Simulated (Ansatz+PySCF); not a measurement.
singlet CF4: levels of theory in one basis

```
atom    x (Å)    y (Å)    z (Å)
   C   0.0393  -0.0309  -0.0016
   F   0.7939   0.7959   0.7572
   F   0.7448  -0.7668  -0.7124
   F  -0.7321   0.7442  -0.7985
   F  -0.7794  -0.7377   0.8000
```

Basis set: def2-SVP (spherical functions). Frozen core: 5 orbitals. Charge 0, multiplicity 1.

Computed with Ansatz (development build ahead of 0.2.0); each method stands on the lowest determinant of its kind that the runs found.

```csv
method,E − E(RHF) (eV),<S²> of the determinant
RHF,0.00,0.00
RHF-MP2,-23.44,–
RHF-CCSD,-23.71,–
```

(1) What does RHF-CCSD(T) give on the same scale?

(2) Is a single determinant a sound starting point here?

Answers

(1) -24.15 eV.

(2) By this sign, yes. Unrestricted orbitals gain 0.00 eV and <S²> is 0.00 against 0.00 for a pure state.
